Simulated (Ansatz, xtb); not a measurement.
Molecule: CH4N, charge -1, multiplicity 1. It need not be the lowest isomer of its formula. Whether it binds its extra electron was not tested at this geometry. SMILES: C[NH-]
Geometry from a B3LYP-D3(BJ)/def2-TZVP (Ansatz, a first-principles code) optimisation:
```xyz
6

C      0.0362     0.6004     0.0100
N      0.0122    -0.8176     0.0924
H     -0.9547     1.1663     0.0150
H     -0.4878    -1.1512    -0.7412
H      0.5669     1.0166     0.8894
H      0.5731     1.0890    -0.8704
```
Charge -1, spin multiplicity 1.

Harmonic wavenumbers from GFN2-xTB (xtb, at its own minimum), cm⁻¹: 452, 998, 1056, 1081, 1300, 1398, 1459, 1537, 1713, 2073, 2766, 3032.

Give the harmonic wavenumbers at B3LYP-D3(BJ)/def2-TZVP (Ansatz, finite differences of forces, unscaled).

362, 1016, 1031, 1101, 1337, 1405, 1438, 1477, 2348, 2517, 2848, 3266 cm⁻¹. Zero-point energy 28.8 kcal/mol.

From these and the geometry, give the ideal-gas thermochemistry at 298.15 K and 1 atm (rigid rotor, harmonic oscillator).

Point group Cs, rotational symmetry number 1. Rotational constants 126, 25.14, 24.11 GHz. S(trans) 36.13, S(rot) 18.98, S(vib) 1.41, S(elec, spin only) 0.00, S 56.5 cal/(mol K). H(298) - H(0) 2.66 kcal/mol; G - E(el) 14.6 kcal/mol.
